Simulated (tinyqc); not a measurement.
Inside a calculation. Method: Hueckel theory of the pi electrons with the omega technique, for the molecule O=CC=O (SMILES; centres numbered as the heavy atoms are written). Computed by tinyqc, a small Python program that keeps every step. Settings: charge = 0, omega = 1.4, damping = 0.5. Command: `OMP_NUM_THREADS=1 python tinyqc.py 27273 27274 out.jsonl` (the two numbers bound the seeds that draw the settings). One thread of a shared host (Intel(R) Xeon(R) Processor @ 2.60GHz), about 0.01 s of CPU time with the checks.

## The Hueckel matrix

Centres:
```
centre  z_r, pi electrons of the neutral centre         h
1O                                            1  0.920000
2C                                            1  0.000000
3C                                            1  0.000000
4O                                            1  0.920000
```

Bonds:
```
i  j         k
1  2  0.950000
2  3         1
3  4  0.950000
```

H_rr = alpha + h_r beta, H_rs = k_rs beta for bonded centres.

Hueckel matrix in units of beta (H = alpha + beta A), order 1O, 2C, 3C, 4O:
$$\begin{pmatrix}
0.920000 & 0.950000 & 0.000000 & 0.000000 \\
0.950000 & 0.000000 & 1.000000 & 0.000000 \\
0.000000 & 1.000000 & 0.000000 & 0.950000 \\
0.000000 & 0.000000 & 0.950000 & 0.920000
\end{pmatrix}$$

## Orbitals, round 1

pi electrons, sum of z_r less the charge = 4

Diagonalise; E = alpha + x beta with beta < 0, so the largest x are filled first; degenerate levels share their electrons. P = sum n_i c_ri c_si; each orbital has its largest coefficient positive (the first on a tie).

x values: [1.910842, 1.310592, 0.009158, -1.390592]

occupations: [2.000000, 2.000000, 0.000000, 0.000000]

coefficients, order 1O, 2C, 3C, 4O:
$$\begin{pmatrix}
0.489370 & 0.653988 & 0.510409 & -0.268887 \\
0.510409 & 0.268887 & -0.489370 & 0.653988 \\
0.510409 & -0.268887 & -0.489370 & -0.653988 \\
0.489370 & -0.653988 & 0.510409 & 0.268887
\end{pmatrix}$$

charge and bond-order matrix P, order 1O, 2C, 3C, 4O:
$$\begin{pmatrix}
1.334366 & 0.851255 & 0.147860 & -0.376434 \\
0.851255 & 0.665634 & 0.376434 & 0.147860 \\
0.147860 & 0.376434 & 0.665634 & 0.851255 \\
-0.376434 & 0.147860 & 0.851255 & 1.334366
\end{pmatrix}$$

## Omega technique, round 1

h_r = h_r(0) + omega q_r, omega = 1.4, with q_r = z_r - P_rr; 0.5 of the old diagonal is kept.

matrix after round 1, order 1O, 2C, 3C, 4O:
$$\begin{pmatrix}
0.685944 & 0.950000 & 0.000000 & 0.000000 \\
0.950000 & 0.234056 & 1.000000 & 0.000000 \\
0.000000 & 1.000000 & 0.234056 & 0.950000 \\
0.000000 & 0.000000 & 0.950000 & 0.685944
\end{pmatrix}$$

## Orbitals, round 2

As before.

x values: [1.948740, 1.155615, -0.028740, -1.235615]

occupations: [2.000000, 2.000000, 0.000000, 0.000000]

coefficients, order 1O, 2C, 3C, 4O:
$$\begin{pmatrix}
0.425095 & 0.633871 & 0.565061 & -0.313380 \\
0.565061 & 0.313380 & -0.425095 & 0.633871 \\
0.565061 & -0.313380 & -0.425095 & -0.633871 \\
0.425095 & -0.633871 & 0.565061 & 0.313380
\end{pmatrix}$$

charge and bond-order matrix P, order 1O, 2C, 3C, 4O:
$$\begin{pmatrix}
1.164998 & 0.877695 & 0.083124 & -0.442175 \\
0.877695 & 0.835002 & 0.442175 & 0.083124 \\
0.083124 & 0.442175 & 0.835002 & 0.877695 \\
-0.442175 & 0.083124 & 0.877695 & 1.164998
\end{pmatrix}$$

## Omega technique, round 2

As before.

matrix after round 2, order 1O, 2C, 3C, 4O:
$$\begin{pmatrix}
0.687474 & 0.950000 & 0.000000 & 0.000000 \\
0.950000 & 0.232526 & 1.000000 & 0.000000 \\
0.000000 & 1.000000 & 0.232526 & 0.950000 \\
0.000000 & 0.000000 & 0.950000 & 0.687474
\end{pmatrix}$$

## Convergence

Each round sets h_r = h_r(0) + omega (z_r - P_rr), keeping the share named as damping of the old diagonal; repeat until output and input diagonals agree to 1e-6.

Rounds:
```
round   sum n x  largest |h(out) - h(in)|
1      6.442868                  4.68e-01
2      6.208710                  3.06e-03
3      6.209722                  3.55e-05
4      6.209711                  4.12e-07
```

Converged in 4 rounds.

## Energy, charges, bond orders

final x values: [1.948322, 1.156533, -0.028322, -1.236533]

occupations: [2.000000, 2.000000, 0.000000, 0.000000]

final P, order 1O, 2C, 3C, 4O:
$$\begin{pmatrix}
1.166103 & 0.877593 & 0.083632 & -0.441867 \\
0.877593 & 0.833897 & 0.441867 & 0.083632 \\
0.083632 & 0.441867 & 0.833897 & 0.877593 \\
-0.441867 & 0.083632 & 0.877593 & 1.166103
\end{pmatrix}$$

E = sum n x; q_r = z_r - P_rr; bond order p = P_rs; free valence = sqrt(3) - sum of p over the bonds of the atom.

pi energy = 4 alpha + this times beta = 6.209711

pi charges: 1O -0.166103, 2C 0.166103, 3C 0.166103, 4O -0.166103

Bond orders and lengths from R = 1.517 - 0.180 p (angstrom, C-C alone):
```
bond         p         R
1-2   0.877593         -
2-3   0.441867  1.437464
3-4   0.877593         -
```

free valence of the carbons: 2C 0.412591, 3C 0.412591

gap between the highest filled and the next level = 1.184855 |beta|
